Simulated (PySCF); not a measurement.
Molecule: `CCS(=O)(=O)Cl`, C2H5ClO2S.

Cartesian coordinates in Å; atom numbers follow the order of the lines, from 1:
```xyz
11

C    -1.2755    0.2953   -0.3863
C    -0.2788   -0.3500    0.5463
S     1.4118   -0.2697   -0.0414
O     1.4604   -0.6864   -1.4265
O     2.2954   -0.8294    0.9569
Cl    1.7058    1.8152   -0.0092
H    -2.2856    0.1921    0.0354
H    -1.2553   -0.1841   -1.3744
H    -1.0620    1.3662   -0.5103
H    -0.4268   -1.4386    0.6452
H    -0.2515    0.0874    1.5545
```

Geometry PBE0-D3(BJ)/def2-SVP throughout; GIAO in PySCF 2.14, gas phase, one conformer, non-relativistic; equivalent atoms averaged; functional PBE0.

For orientation, 6-31G* gives these shifts δ (against TMS, CS2, H2O, HCl at the same level): C2 59.7, C1 9.8, S3 361.1, O4/O5 285.5, Cl6 549.6, H10/H11 2.86, H7/H8/H9 1.38 ppm.

A run gave: C2 65.0, C1 10.4, S3 391.6, O4/O5 315.5, Cl6 616.5, H10/H11 3.38, H7/H8/H9 1.57 ppm (shifts δ (against TMS, CS2, H2O, HCl at the same level)).

Q: Which basis set was used in that run?
A. def2-SVP
B. 6-311+G(2d,p)
C. 6-31G
D. def2-TZVP
E. STO-3G

A: B. S3 tells them apart best: 6-311+G(2d,p) gives 391.6, STO-3G gives -2.0, def2-TZVP gives 407.9, 6-31G gives 361.4, def2-SVP gives 362.7 ppm.
